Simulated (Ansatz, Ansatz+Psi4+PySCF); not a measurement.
```tsv
atom	x (Å)	y (Å)	z (Å)
B	0.0000	0.0000	0.0000
P	0.0000	0.0000	1.9360
```

Basis set: cc-pVTZ on B; cc-pV(T+d)Z on P (spherical functions). Left uncorrelated: 6 orbitals. Correlation on ROHF uses semicanonical orbitals with singles. Charge 0, multiplicity 3.

Computed with Ansatz (development build ahead of 0.2.0); the reference of a correlated method needn't be the lowest determinant of its kind.

Q: Give the atomization energy at this shape (free ground-state atoms in the same class of orbitals less the molecule, no zero-point energy) of triplet BP by ROHF-CCSD(T), ROHF-CCSD, UHF-CCSD(T), UHF-CCSD.

A:

```csv
method,atomization energy
ROHF-CCSD(T),268.3 kJ/mol
ROHF-CCSD,239.6 kJ/mol
UHF-CCSD(T),264.1 kJ/mol
UHF-CCSD,237.3 kJ/mol
```

Caution: large share of triples, a single reference is doubtful; the reference determinant was not shown to be the lowest. Caution for UHF-CCSD(T), UHF-CCSD: the unrestricted determinant is spin contaminated.
